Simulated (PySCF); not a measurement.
Electric field gradients and quadrupole coupling constants

H3O4P.
Geometry (PBE0-D3(BJ)/def2-SVP, Å), atoms numbered from 1 in this order:
```
atom  x, y, z in Å
O1     0.3511   -0.1686    1.7123
P2     0.0092   -0.0873    0.2834
O3    -0.3804    1.3757   -0.2726
O4     1.1713   -0.5382   -0.7376
O5    -1.2428   -0.9787   -0.1616
H6    -0.3316    2.0250    0.4403
H7     1.9526   -0.8176   -0.2445
H8    -1.5209   -0.8228   -1.0728
```

Field gradients from the PBE0/pcSseg-1 density (PySCF, non-relativistic), principal values in atomic units, ordered |Vxx| ≤ |Vyy| ≤ |Vzz|:

```tsv
atom	Vxx	Vyy	Vzz
O1	-0.4156	-0.4582	0.8738
O3	-0.0882	-1.4645	1.5528
O4	-0.0934	-1.4594	1.5528
O5	-0.1061	-1.4876	1.5937
```

Find the asymmetry η = (Vxx − Vyy)/Vzz and the couplings χ = eQV/h (234.96 MHz × Q in barn × V in au), with Q(17O) = −0.0256 b.

| atom | environment | nucleus | η | χzz (MHz) | χxx (MHz) | χyy (MHz) |
| --- | --- | --- | --- | --- | --- | --- |
| O1 | phosphoryl oxygen | 17O | 0.05 | -5.26 | 2.50 | 2.76 |
| O3 | hydroxyl oxygen | 17O | 0.89 | -9.34 | 0.53 | 8.81 |
| O4 | hydroxyl oxygen | 17O | 0.88 | -9.34 | 0.56 | 8.78 |
| O5 | hydroxyl oxygen | 17O | 0.87 | -9.59 | 0.64 | 8.95 |

What is Vzz at O4 in SI units (1 au = 9.71736 × 10²¹ V/m²)?

1.5528 au = 15.089 × 10²¹ V/m².

And the gradient at the other heavy atoms, for which no coupling is worked out here?

```json
{"atom": "P2", "environment": "phosphoryl phosphorus", "Vzz (au)": "-0.672", "η": "0.12"}
```

What couplings would deuterons (Q(2H) = 0.00286 b) have in place of the hydrogens, at this geometry?

| atom | bonded to | bond length (Å) | Vzz (au) | η | χzz (kHz) |
| --- | --- | --- | --- | --- | --- |
| H6 | O3 | 0.966 | 0.4602 | 0.10 | 309 |
| H7 | O4 | 0.965 | 0.4611 | 0.10 | 310 |
| H8 | O5 | 0.965 | 0.4614 | 0.11 | 310 |

Isolated species at its PBE0-D3(BJ)/def2-SVP geometry (one conformer only). With a basis this small, the couplings can be 20 % off.
